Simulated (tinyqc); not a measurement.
Geometry optimisation on the PBE/sto-3g surface (energies and gradients from PySCF), for OH-, spin multiplicity 1, step by step. The basis has no diffuse functions, so it cannot describe the extra electron: this is an exercise in the method, not the real anion. Computed by tinyqc, a small Python program that keeps every step (integrals from PySCF). Settings: charge = -1, multiplicity = 1, basis = sto-3g, functional = pbe,pbe, optimiser = bfgs, first Hessian = 1.0, largest step = 0.5, iteration cap = 30. Command: `OMP_NUM_THREADS=1 python tinyqc.py 26541 26542 out.jsonl` (the two numbers bound the seeds that draw the settings). One thread of a shared host (Intel(R) Xeon(R) Processor @ 2.60GHz), about 1 s of CPU time with the checks.

## Step 1: energy and gradient

positions at the start (bohr):
```
           x         y         z
1O  0.000000  0.000000  0.000000
2H  0.000000  0.000000  1.833034
```

Self-consistent energy and analytic gradient at these positions.

energy = -74.30402278 hartree

gradient (hartree/bohr):
```
             x           y            z
1O  0.00000000  0.00000000   0.12104406
2H  0.00000000  0.00000000  -0.12104535
```

## Step 1: move

Quasi-Newton step p = -H^(-1) g (first H = 1 times the unit matrix); steps longer than 0.5 bohr are cut back.

positions after step 1 (bohr):
```
           x         y          z
1O  0.000000  0.000000  -0.121044
2H  0.000000  0.000000   1.954080
```

## Step 2: energy and gradient

As before.

energy = -74.31884776 hartree

gradient (hartree/bohr):
```
             x           y            z
1O  0.00000000  0.00000000   0.01439040
2H  0.00000000  0.00000000  -0.01438804
```

## Step 2: move

inverse Hessian in use (bohr^2/hartree):
```
          1         2          3         4         5          6
1  1.000000  0.000000   0.000000  0.000000  0.000000   0.000000
2  0.000000  1.000000   0.000000  0.000000  0.000000   0.000000
3  0.000000  0.000000   1.067468  0.000000  0.000000  -0.067457
4  0.000000  0.000000   0.000000  1.000000  0.000000   0.000000
5  0.000000  0.000000   0.000000  0.000000  1.000000   0.000000
6  0.000000  0.000000  -0.067457  0.000000  0.000000   1.067446
```

Quasi-Newton step p = -H^(-1) g (the inverse Hessian comes from BFGS updates; coordinates in the order x, y, z of each atom); steps longer than 0.5 bohr are cut back.

positions after step 2 (bohr):
```
           x         y          z
1O  0.000000  0.000000  -0.137376
2H  0.000000  0.000000   1.970409
```

## Convergence

Stop when the largest gradient component is below 3e-5 hartree/bohr. The inverse Hessian follows the BFGS update with s = step, y = change of gradient.

Course of the optimisation:
```
step   E (hartree)  largest gradient (hartree/bohr)
1     -74.30402278                         1.21e-01
2     -74.31884776                         1.44e-02
3     -74.31916441                         5.16e-03
4     -74.31921472                         3.99e-04
5     -74.31921504                         1.28e-05
```

Final distances (angstrom):
```
pair   distance
2H-1O  1.125867
```

Converged in 5 steps.
